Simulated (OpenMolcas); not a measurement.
# doublet [BN2H5]− at 6 levels

Wanted: a comparison of 6 runs (UHF/3-21G, UB3LYP/6-31G*, U-r2SCAN/6-311+G**, UPBE/6-311+G**, UPBE0/6-311+G**, UTPSS/6-311+G**) of doublet [BN2H5]−. 

The calculation is run with OpenMolcas 26.06.

1 further run of the same task is left out (it didn't finish).

### Step 1. The molecule

[BN2H5]− has 8 atoms, charge -1, and is taken as a doublet. As SMILES of the parent species, `NBN`. Geometry: relaxed at PBE0-D4/def2-TZVP. That shape belongs to the parent species and isn't relaxed for this state.

Bond lengths: N1–B2 1.409 Å, B2–N3 1.409 Å, N1–H4 1.005 Å, N1–H5 1.002 Å, B2–H6 1.200 Å, N3–H7 1.003 Å, N3–H8 1.005 Å. Angles: N1–B2–N3 122.9°, N1–B2–H6 118.5°, N3–B2–H6 118.5°, B2–N1–H4 124.5°, B2–N1–H5 121.9°, B2–N3–H7 121.9°, B2–N3–H8 124.5°, H4–N1–H5 113.6°, H7–N3–H8 113.6°.

### Step 2. A single-point energy at UHF/3-21G (run 1)

coord.xyz

```xyz
8

N     -0.971000     0.516500    -0.581100
B      0.194200     0.386600     0.200500
N      0.848200    -0.845200     0.401400
H     -1.426800    -0.244500    -1.053400
H     -1.423900     1.400900    -0.713700
H      0.649700     1.368600     0.718000
H      1.676700    -0.919800     0.960900
H      0.545000    -1.720300     0.011600
```

test.input

```
* BH5N2 Hartree-Fock

&GATEWAY
  BasLib=$CurrDir
  Coord=coord.xyz
  Basis=3-21G
  Group=NoSym

&SEWARD

&SCF
  UHF
  Charge=-1
  Spin=2
  Thresholds=1e-10 1e-07 1e-07 1e-05
  PrOrbitals=1
```

The basis set 3-21G is read from a file made from the Basis Set Exchange's data (not shown).

Launch:

```sh
$ export MOLCAS_MEM=1860
$ pymolcas test.input > test.log
```

Log:

```text
--- Start Module: gateway ---
[...]
--- Stop Module: gateway /rc=_RC_ALL_IS_WELL_ ---
--- Start Module: seward ---
[...]
      Basis functions           37
--- Stop Module: seward /rc=_RC_ALL_IS_WELL_ ---
--- Start Module: scf ---
[...]
       Convergence after  21 Iterations
[...]
::    Total SCF energy                               -135.6009762503
[...]
      Total spin, S                                     0.5043680317
[...]
      Total electronic charge=   25.000000
      Total            charge=   -1.000000
[...]
      Dipole Moment (debye):
      Origin of the operator (angstrom)=    0.0100   -0.0105   -0.0088
                   X= -1.2341E+00               Y= -2.6600E+00               Z= -1.4012E+00           Total=  3.2499E+00
      Center of Charge (angstrom)
[...]
--- Stop Module: scf /rc=_RC_ALL_IS_WELL_ ---
[...]
```

Run time: 1.9 s. Hardware: 1 thread of Arm Neoverse V2, shared host; peak memory 0.37 GiB.

### Step 3. A single-point energy at UB3LYP/6-31G(d) (spherical functions) (run 2)

mol.input

```
>>> EXPORT MOLCAS_PRINT=2

&gateway
 baslib = $CurrDir
 coord
 8
 angstrom
 N       -0.971000       0.516500      -0.581100
 B        0.194200       0.386600       0.200500
 N        0.848200      -0.845200       0.401400
 H       -1.426800      -0.244500      -1.053400
 H       -1.423900       1.400900      -0.713700
 H        0.649700       1.368600       0.718000
 H        1.676700      -0.919800       0.960900
 H        0.545000      -1.720300       0.011600
 basis = 6-31Gs
 group = NoSym

&seward
 gridinput
 Grid=UltraFine
 End of Grid

&scf
 uhf
 charge = -1
 spin = 2
 ksdft = B3LYP
 thresholds = 1e-10 1e-07 1e-07 1e-05
 prorbitals = 1
```

The basis set 6-31G* is read from a file made from the Basis Set Exchange's data (not shown).

Launch:

```sh
$ export MOLCAS_MEM=1860
$ pymolcas mol.input > mol.log
```

Log:

```text
--- Start Module: gateway ---
[...]
--- Stop Module: gateway /rc=_RC_ALL_IS_WELL_ ---
--- Start Module: seward ---
[...]
      Basis functions           52
--- Stop Module: seward /rc=_RC_ALL_IS_WELL_ ---
--- Start Module: scf ---
[...]
       Convergence after  20 Iterations
[...]
::    Total KS-DFT energy                            -137.2728183410
[...]
      Total spin, S                                     0.5006402999
[...]
      Total electronic charge=   25.000000
      Total            charge=   -1.000000
[...]
      Dipole Moment (debye):
      Origin of the operator (angstrom)=    0.0100   -0.0105   -0.0088
                   X=  1.0118E-01               Y=  2.1774E-01               Z=  1.1503E-01           Total=  2.6623E-01
      Center of Charge (angstrom)
[...]
--- Stop Module: scf /rc=_RC_ALL_IS_WELL_ ---
[...]
```

Wall time 24 s (1 thread of Arm Neoverse V2, shared host); peak memory 0.38 GiB.

Runs 3 to 5 aren't shown in full; the table further down has their settings and results.

### Step 4. A single-point energy at UTPSS/6-311+G(d,p) (run 6)

geom.xyz

```xyz
8

N     -0.971000     0.516500    -0.581100
B      0.194200     0.386600     0.200500
N      0.848200    -0.845200     0.401400
H     -1.426800    -0.244500    -1.053400
H     -1.423900     1.400900    -0.713700
H      0.649700     1.368600     0.718000
H      1.676700    -0.919800     0.960900
H      0.545000    -1.720300     0.011600
```

job.input

```
&GATEWAY
  BasLib
  $CurrDir
  Coord
  geom.xyz
  Basis
  6-311pGss
  Group
  NoSym

&SEWARD
  GridInput
  Grid=UltraFine
  End of Grid

&SCF
  UHF
  Charge
  -1
  Spin
  2
  KSDFT
  2
  1.0 MGGA_X_TPSS
  1.0 MGGA_C_TPSS
  Thresholds
  1e-10 1e-07 1e-07 1e-05
  PrOrbitals
  1
```

The basis set 6-311+G** is read from a file made from the Basis Set Exchange's data (not shown).

Launch:

```sh
$ export MOLCAS_MEM=1860
$ pymolcas job.input > job.log
```

Log:

```text
--- Start Module: gateway ---
[...]
--- Stop Module: gateway /rc=_RC_ALL_IS_WELL_ ---
--- Start Module: seward ---
[...]
      Basis functions           96
--- Stop Module: seward /rc=_RC_ALL_IS_WELL_ ---
[...]
--- Start Module: scf ---
[...]
       Convergence after  20 Iterations
[...]
::    Total KS-DFT energy                            -137.4728942826
[...]
      Total spin, S                                     0.5000440830
[...]
      Total electronic charge=   25.000000
      Total            charge=   -1.000000
[...]
      Dipole Moment (debye):
      Origin of the operator (angstrom)=    0.0100   -0.0105   -0.0088
                   X=  1.6017E+00               Y=  3.4541E+00               Z=  1.8193E+00           Total=  4.2197E+00
      Center of Charge (angstrom)
[...]
--- Stop Module: scf /rc=_RC_ALL_IS_WELL_ ---
[...]
```

It took 92 s on 1 thread of Arm Neoverse V2, shared host; peak memory 0.53 GiB.

### Step 5. The series

| run | level | integration grid | energy (Eh) | HOMO energy (eV) | LUMO energy (eV) | ⟨S²⟩ | wall time |
| --- | --- | --- | --- | --- | --- | --- | --- |
| 1 | UHF/3-21G | – | -135.600976 | 5.43 | 13.17 | 0.759 | 1.9 s |
| 2 | UB3LYP/6-31G* (spherical functions) | UltraFine | -137.272818 | 6.47 | 7.96 | 0.751 | 24 s |
| 3 | U-r2SCAN/6-311+G** | UltraFine | -137.369606 | 2.35 | 2.91 | 0.750 | 89 s |
| 4 | UPBE/6-311+G** | UltraFine | -137.275114 | 2.32 | 2.71 | 0.750 | 54 s |
| 5 | UPBE0/6-311+G** | UltraFine | -137.286539 | 2.03 | 3.10 | 0.750 | 52 s |
| 6 | UTPSS/6-311+G** | UltraFine | -137.472894 | 2.40 | 2.60 | 0.750 | 92 s |

### Step 6. What came out

| quantity | value |
| --- | --- |
| run 6: total energy | -137.47289 Eh |
| run 6: HOMO energy (highest over α and β) | 2.40 eV |
| run 6: LUMO energy (lowest over α and β) | 2.60 eV |
| run 6: ⟨S²⟩ | 0.750 |

Totals of different functionals can't be ranked against each other. In runs 1, 2, 3, 4, 5, 6 the HOMO lies above zero, so the outermost electron may be held by the basis alone. All runs together took 5.2 min, the longest 92 s.
